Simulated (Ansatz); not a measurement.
## Predicting the next basis: MP2 on singlet [OF2]2+

[OF2]2+ has 3 atoms, charge +2, and is taken as a singlet. SMILES of the parent species: `F[O+]F`. The coordinates come from a PBE0-D4/def2-TZVP relaxation. That shape belongs to the parent species and isn't relaxed for this state.

MP2 correlation energies, 3 core orbitals frozen (Ansatz 0.2.0):

| basis | X | correlation energy (Eh) |
| --- | --- | --- |
| cc-pVDZ-DK | 2 | -0.512274 |
| cc-pVTZ-DK | 3 | -0.657334 |
| cc-pVQZ-DK | 4 | ? |

**Question.** Take E(X) = E∞ + A/X³, fix the two constants on the known rows and predict the third.

**Answer.** 
1. A = (-0.512274 − (-0.657334))/(1/8 − 1/27) = 1.64910 Eh.
2. E∞ = -0.657334 − 1.64910/27 = -0.718412 Eh.
3. X = 4: -0.718412 + 1.64910/64 = -0.692645 Eh.

The run gave -0.711281 Eh, so the prediction is off by +18.6 mEh, 35 % of the last step. The small sets lie short of the range where X⁻³ holds, so the true step is larger than predicted.
